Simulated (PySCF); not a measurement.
## HCl2F: chlorine and hydrogen fluoride

A complex built from chlorine and hydrogen fluoride; neutral, singlet.

```csv
part,name,SMILES,atoms,charge,multiplicity
1,chlorine,ClCl,1–2,0,1
2,hydrogen fluoride,F,3–4,0,1
```

```xyz
4

Cl    1.021    0.428    0.970
Cl   -0.329   -0.220   -0.405
F    -2.029   -1.107   -2.407
H    -1.545   -1.434   -3.121
```
Atom numbers follow the order of the file, from 1.

In these coordinates Cl2···F3 is 2.773 Å. Part 2 is then moved rigidly along that line, all else held; at short range other atoms may come into contact.

The starting structure comes from a short search with a few starts; no frequency run checks that it is a minimum, and another way of binding may lie lower.

These are computed values: CCSD(T)/aug-cc-pVDZ and MP2/aug-cc-pVTZ counterpoise interaction energy, frozen core, gas phase (PySCF). The geometry comes from PBE0-D3(BJ)/def2-SVPD.

Counterpoise energies in kcal/mol, cluster less the parts frozen as they stand in it; small is aug-cc-pVDZ, large aug-cc-pVTZ. Estimated limit: HF in aug-cc-pVTZ, MP2 correlation extrapolated as X⁻³ from aug-cc-pVDZ and aug-cc-pVTZ, and CCSD(T) less MP2 in aug-cc-pVDZ; it isn't the exact limit.

Task: How do the values run over the points 2.496, 2.634, 2.773, 3.050, 3.466, 4.160, 5.546?

Result: 
| Cl2···F3 (Å) | HF large | MP2 large | SCS-MP2 large | CCSD(T) small | CCSD(T) limit est. |
| --- | --- | --- | --- | --- | --- |
| 2.496 | 2.51 | 0.24 | 0.90 | 0.93 | 0.25 |
| 2.634 | 0.91 | -0.83 | -0.33 | -0.40 | -0.84 |
| 2.773 | 0.04 | -1.30 | -0.92 | -1.02 | -1.32 |
| 3.050 | -0.60 | -1.40 | -1.17 | -1.27 | -1.42 |
| 3.466 | -0.61 | -0.99 | -0.88 | -0.94 | -1.00 |
| 4.160 | -0.33 | -0.46 | -0.42 | -0.45 | -0.46 |
| 5.546 | -0.10 | -0.13 | -0.12 | -0.13 | -0.12 |

The 7 runs took 2.4 min in all, one thread each of Intel Xeon Platinum 8375C on a shared host, launched as `OMP_NUM_THREADS=1 python cluster_run.py task.json out`.
